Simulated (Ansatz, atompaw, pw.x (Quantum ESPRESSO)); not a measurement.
What a changed setting does to a pw.x run (fcc Ta)

Potential: PAW, atompaw 4.2.0.5, LDA (PW92); core [Kr] 4d10 4f14, reference 5s2 5p6 5d3 6s1.5 6p0.5; waves: 5s (bound): rc 1.55 bohr; 6s (bound): rc 2.25 bohr; 5p (bound): rc 1.90 bohr; 6p (bound): rc 2.65 bohr; 5d (bound): rc 2.10 bohr; 5d channel at 0.05 Ry: rc 2.10 bohr; local part: bessel scheme, radius 1.95 bohr; core correction: smooth core density matched at 2.55 bohr; augmentation: besselshape compensation charge, radius 2.45 bohr; PAW radius 2.65 bohr; waves and projectors: custom polynom gramschmidtortho.

The reference run (k-mesh 14³, cutoffs 50/500 Ry, Fermi–Dirac 0.01 Ry, mixing_beta 0.4, conv_thr 1e-9, no spin) gives -1.72 GPa at 17.836 Å³/atom, where all-electron LAPW gives -0.93 GPa. This run, with its own iteration cap, changes k-mesh points per axis to 8.

```
&control
  calculation='scf', prefix='x', pseudo_dir='./', outdir='./tmp', tstress=.true., disk_io='none'
/
&system
  ibrav=0, nat=1, ntyp=1, ecutwfc=50, ecutrho=500, nbnd=14,
  occupations='smearing', smearing='fd', degauss=0.01
/
&electrons
  conv_thr=1e-09, mixing_beta=0.4, electron_maxstep=60
/
ATOMIC_SPECIES
Ta 1.0 Ta.UPF
CELL_PARAMETERS angstrom
  0.00000000 2.07374725 2.07374725
  2.07374725 0.00000000 2.07374725
  2.07374725 2.07374725 0.00000000
ATOMIC_POSITIONS crystal
Ta 0.0000 0.0000 0.0000
K_POINTS automatic
8 8 8 0 0 0
```

```bash
pw.x < Ta.scf.in > Ta.scf.out
```

**Question.** How does the run end?

**Answer.** It converges in 8 iterations; the free energy moves by +10.7 meV/atom and the pressure by +0.81 GPa.

```
Message from routine setup:
     using ibrav=0 with symmetry is DISCOURAGED, use correct ibrav instead
     lattice parameter (alat)  =       5.5420  a.u.
     unit-cell volume          =     120.3633 (a.u.)^3
     number of electrons       =        13.00
     number of Kohn-Sham states=           14
     kinetic-energy cutoff     =      50.0000  Ry
     charge density cutoff     =     500.0000  Ry
     scf convergence threshold =      1.0E-09
     Exchange-correlation= SLA PW NOGX NOGC
     number of k points=    29  Fermi-Dirac smearing, width (Ry)=  0.0100
     iteration #  1     ecut=    50.00 Ry     beta= 0.40
     total energy              =    -708.75302583 Ry
     estimated scf accuracy    <       0.03893413 Ry
     iteration #  2     ecut=    50.00 Ry     beta= 0.40
     total energy              =    -708.75016827 Ry
     estimated scf accuracy    <       0.00697778 Ry
     iteration #  3     ecut=    50.00 Ry     beta= 0.40
     total energy              =    -708.75058141 Ry
     estimated scf accuracy    <       0.00012474 Ry
     [... 2 iterations left out ...]
     iteration #  6     ecut=    50.00 Ry     beta= 0.40
     total energy              =    -708.75060249 Ry
     estimated scf accuracy    <          5.1E-09 Ry
     iteration #  7     ecut=    50.00 Ry     beta= 0.40
     total energy              =    -708.75060249 Ry
     estimated scf accuracy    <          1.7E-09 Ry
     iteration #  8     ecut=    50.00 Ry     beta= 0.40
     the Fermi energy is    18.2668 ev
!    total energy              =    -708.75060249 Ry
     estimated scf accuracy    <          1.1E-10 Ry
     smearing contrib. (-TS)   =      -0.00650697 Ry
     The total energy is F=E-TS. E is the sum of the following terms:
     one-electron contribution =     -11.34316420 Ry
     hartree contribution      =      16.58227449 Ry
     xc contribution           =     -13.95956688 Ry
     ewald contribution        =     -98.86175007 Ry
     one-center paw contrib.   =    -601.16188885 Ry
     convergence has been achieved in   8 iterations
          total   stress  (Ry/bohr**3)                   (kbar)     P=       -9.11
     Message from routine punch:
     Nothing written, as per user request (disk_io='none')
```

The run took about 6.2 s on one core of a shared host (Intel(R) Xeon(R) Platinum 8375C CPU @ 2.90GHz, 128 threads, 992 GiB, load 40).
